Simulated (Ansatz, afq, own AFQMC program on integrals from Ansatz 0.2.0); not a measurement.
# GeHO, quartet: AFQMC among the cluster methods

```
atom   x (Å)    y (Å)    z (Å)
  Ge  0.0000  -0.1607   0.2965
   O  0.0000   0.6421  -1.3759
   H  0.0000   1.3917   0.4745
```

Connectivity, by distances: GeH–O.

Basis cc-pVDZ. Noble-gas cores (and the filled d shells of Ga–Kr and In–Xe) are frozen. AFQMC by an in-house program on the Cholesky factors that Ansatz 0.2.0 writes for its CCSD(T) run. The CISD trial takes its coefficients from CCSD amplitudes. Released means that phaseless walkers are propagated on without the constraint, phases kept. Free projection: walkers drawn from exp(T), propagated without any constraint. Its projection time is finite, and what remains of the start isn't in its error. ± is one standard error of the sampling. No spin–orbit coupling.

Determinant: UHF, the one that the program's search chose, which needn't be the lowest solution. The geometry is a point of a scan.

No full CI on the walks' own integrals is used here. The released AFQMC energy serves as the reference, which it does only where one determinant dominates, the energy is flat over the last release times and near the phaseless one (40 meV or 2 meV an electron, half that with transition metals). On small molecules, where full CI could be run and the noise was under 10 meV, such values lay within 10 meV of it in 19 cases of 20, a flattering rate, since the rule was set on those same cases; what remains of the bias isn't in the error bar.

Cautions: no relativity below Rb; no spin-orbit coupling; inner d shell frozen; lower spins were not checked; the released value is read at 1.62 1/Eh with a noise of 20 meV, more than in the cases checked, later times being too noisy (meV from the phaseless value at times in 1/Eh: -8 ± 15 at 0.24, -20 ± 14 at 0.51, -3 ± 14 at 0.99, -21 ± 20 at 1.62, 11 ± 30 at 2.40).

The T1 diagnostic is 0.0391 and the weight of the determinant in the CISD state is 0.876. The ⟨S²⟩ of the determinant is 3.776 and the size of the correlated space is 11 electrons in 31 orbitals.

Reference: AFQMC with the constraint released, correlation energy -6.589 ± 0.020 eV.

```tsv
level	E − E(reference) (kJ/mol)	share of correlation (%)
HF	635.7 ± 1.9	0.00
MP2	95.8 ± 1.9	84.93
CCSD	22.8 ± 1.9	96.41
CCSD(T)	5.5 ± 1.9	99.14
ph-AFQMC/HF	18.8 ± 5.9	97.04
ph-AFQMC/CISD	2.0 ± 2.4	99.68
free AFQMC	0.3 ± 2.6	99.96
```

Free projections are given only where their last times agree within the noise and don't stop above the reference; a slow remainder of the start can still hide under it. A walk keeps the symmetry of its determinant, which the program's search chose and which needn't be the lowest solution, so a lower state of the same spin and another symmetry isn't excluded. Released energies are given only where the last usable release times agree within the noise; a slower fall can still hide under it.
